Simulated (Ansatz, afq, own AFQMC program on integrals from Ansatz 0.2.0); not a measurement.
AFQMC on a folder of integrals that Ansatz 0.2.0 wrote.

```yaml
crystal:
  periodic: [false, false, false]
  atoms:
    - {symbol: C, position_ang: [0.000000, 0.000000, 0.000000]}
    - {symbol: C, position_ang: [0.000000, 0.000000, 1.301443]}
basis:
  gaussian: {orbitals: 6-31G}
total_charge: 1
magnetization: {spin_polarized: false, initial_magnetization: 3}
correlation: {method: ccsd_t, electrons: outside_noble_gas, hamiltonian_folder: ham}
```

```sh
$ ansatz run in.yaml --threads 1 --pin off --events-out ev --progress --plain --max-ram 16896MiB --backend cuda --devices 0, --max-vram 18GiB
```

Options of the walk:

```
--method phaseless --trial cisd --walkers 4000 --populations 20 --least-time 60 --time-step 0.005 --steps-per-block 50 --equilibration-blocks 28 --max-blocks 4000 --target-error 0.00016 --factor-cut 1e-05 --start spin_pure --seed 8103 --release-times 0.24,0.51,0.99,1.62,2.4 --release-step 0.03 --release-every 3 --taylor-order 6
```

Times are imaginary, in 1/Eh. The walk had a cap of 122 s. With eight or more populations the least sampling time is a fifth of least-time, and the error comes from their spread.

Log:

```
orbitals 16  electrons 5 2  factors 95 of 254
reference energy -75.04560315 Eh
CCSD correlation -0.15320912 Eh in 10 cycles, weight of the determinant in the CISD state 0.8755
energy of the start -75.198834 Eh
 block  time / (1/Eh)  mean weight  energy / Eh
     1     0.250  0.9999  -75.198152
     2     0.500  0.9999  -75.199450
     3     0.750  1.0000  -75.200949
     4     1.000  1.0002  -75.203068
     5     1.250  1.0000  -75.204705
     8     2.000  1.0000  -75.205420
    11     2.750  0.9998  -75.205925
    17     4.250  0.9999  -75.205748
    23     5.750  1.0001  -75.206599
    29     7.250  0.9999  -75.206140
    35     8.750  0.9998  -75.205835
    41    10.250  1.0002  -75.205144
    47    11.750  1.0001  -75.205419
    53    13.250  1.0000  -75.205000
    59    14.750  0.9999  -75.205257
    65    16.250  1.0000  -75.204020
    71    17.750  1.0003  -75.206306
    77    19.250  1.0001  -75.205017
    83    20.750  1.0002  -75.210275
    89    22.250  1.0002  -75.204565
    95    23.750  1.0002  -75.207990
    97    24.250  1.0000  -75.204188
error from the spread of 20 populations
released: time / (1/Eh)  energy / Eh  error  mean overlap
  0.24  -75.205694  0.000166  1.0007
  0.51  -75.206026  0.000129  1.0016
  0.99  -75.206209  0.000301  0.9999
  1.62  -75.206698  0.000121  1.0010
  2.40  -75.207022  0.000090  1.0044
energy -75.205412 +/- 0.000156 Eh
(rows thinned)
```

The run passed its tests (sampling time, drift between the halves within three errors, error under three times the target), which doesn't prove that it has relaxed.

Against this walk (error 4.2 meV) on the same determinant: CCSD(T) 18.7 meV higher, full CI 51.8 meV lower. The error is statistical and leaves out the bias of the constraint. The released energies are still falling (meV from the phaseless value at times in 1/Eh: -8 ± 5 at 0.24, -17 ± 4 at 0.51, -22 ± 8 at 0.99, -35 ± 3 at 1.62, -43.8 ± 2.5 at 2.40), so they give no level; they do show a bias of the constraint, and the last of them that isn't too noisy lies 8 meV above full CI. Full CI is exact here, so the walk's 52 meV above it is the walk's own error: the bias of the constraint with this trial.

Cautions: constraint bias not in the error; the search met a lower determinant of the same kind, perhaps of another symmetry (695 meV lower), and this one is a saddle point; the CCSD(T) amplitudes may be one of several solutions (largest double 0.17).

The walk took 21 s on 1 × NVIDIA H100 80GB HBM3 with 2 threads of AMD EPYC 7R13 Processor (Zen 3), on a shared host (the card was shared). The log's last line is the phaseless energy.

A walk keeps the symmetry of its determinant, which the program's search chose and which needn't be the lowest solution, so a lower state of the same spin and another symmetry isn't excluded.
